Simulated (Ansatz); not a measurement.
# Other spins and charges of Si–CH2, singlet at one geometry

Geometry (PBE0/def2-TZVP stationary point for this spin, not checked as a minimum):

```yaml
atoms:
  - { symbol: Si, position_ang: [0.0000, 0.0000, 0.5957] }
  - { symbol: C, position_ang: [0.0000, 0.0000, -1.1063] }
  - { symbol: H, position_ang: [0.0000, -0.9093, -1.7078] }
  - { symbol: H, position_ang: [0.0000, 0.9093, -1.7078] }
```

Basis cc-pVDZ; Ansatz 0.2.0. Only valence electrons are correlated (noble-gas cores frozen). Prefix R: restricted or restricted open-shell reference; prefix U: unrestricted. Active spaces: valence = (10e, 10o) chosen from the atoms' valence shells.

Gaps are energies of the second state less the first, at fixed atoms, for a selection of the levels run; each method lands on the state that its own search finds for that charge and spin.

Unrestricted rows (U, and Kohn–Sham where it breaks symmetry) aren't spin-pure: their determinants' ⟨S²⟩ exceeds S(S+1) by up to 0.25, so they mix in states of higher spin. A value is left out where its run failed or describes another state than the reference as far as symmetry and spin tell, or, spin-broken singlets apart, can't be checked.

Q: PBE gives 8.898 eV for removing an electron, to the doublet. Estimate what RCCSDTQ gives in cc-pVDZ.

A: RCCSDTQ in cc-pVDZ gives 8.681 eV, so against it PBE is off by 0.217 eV.

| level | gap (eV) | error (meV) | ⟨S²⟩ where 0.1 over S(S+1) (first / second) |
| --- | --- | --- | --- |
| RHF | 7.456 | -1225 | – / – |
| UHF | 7.426 | -1255 | 0.25 / – |
| CISD | 8.364 | -317 | – / – |
| RCCSD | 8.553 | -128 | – / – |
| RCCSDT(Q) | 8.683 | 2 | – / – |
| NEVPT2 (valence space) | 8.475 | -206 | – / – |
| MRCISD+Q (valence space) | 8.663 | -18 | – / – |
| r2SCAN | 8.819 | 138 | – / – |
| wB97M-V | 8.691 | 10 | – / – |
| RPA-PBE | 8.773 | 92 | – / – |

Triplet less singlet: 1.972 eV at RCCSDTQ.

| level | gap (eV) | error (meV) | ⟨S²⟩ where 0.1 over S(S+1) (first / second) |
| --- | --- | --- | --- |
| RHF | 1.073 | -899 | – / – |
| UHF | 0.938 | -1034 | 0.25 / – |
| RMP2 | 1.972 | 0 | – / – |
| CISD | 1.698 | -274 | – / – |
| RCCSD | 1.853 | -119 | – / – |
| RCCSD(T) | 1.960 | -12 | – / – |
| BCCD(T) | 1.961 | -11 | – / – |
| RCCSDT | 1.960 | -12 | – / – |
| RCCSDT(Q) | 1.974 | 2 | – / – |
| CASSCF (valence space) | 2.117 | 145 | – / – |
| NEVPT2 (valence space) | 1.960 | -12 | – / – |
| MRCISD (valence space) | 1.971 | -1 | – / – |
| MRCISD+Q (valence space) | 1.946 | -26 | – / – |
| PBE | 1.946 | -26 | – / – |
| r2SCAN | 1.737 | -235 | – / – |
| PBE0 | 1.753 | -219 | – / – |
| B3LYP | 1.877 | -95 | – / – |
| wB97M-V | 2.011 | 39 | – / – |
| B2PLYP | 1.924 | -48 | – / – |
| RPA-PBE | 1.937 | -35 | – / – |

In so small a basis the reference is far from its limit while semilocal and hybrid functionals are nearer theirs (RPA and double hybrids share much of the reference's basis error), so the functionals' errors here hold much of the reference's basis and frozen-core error, which can add to them or hide them.

Full CI isn't at hand for all of this; RCCSDTQ serves as the reference, and is uncertain by about the last step of the cluster series. The frozen core follows each run's orbitals, which can shift R against U totals by a few meV.
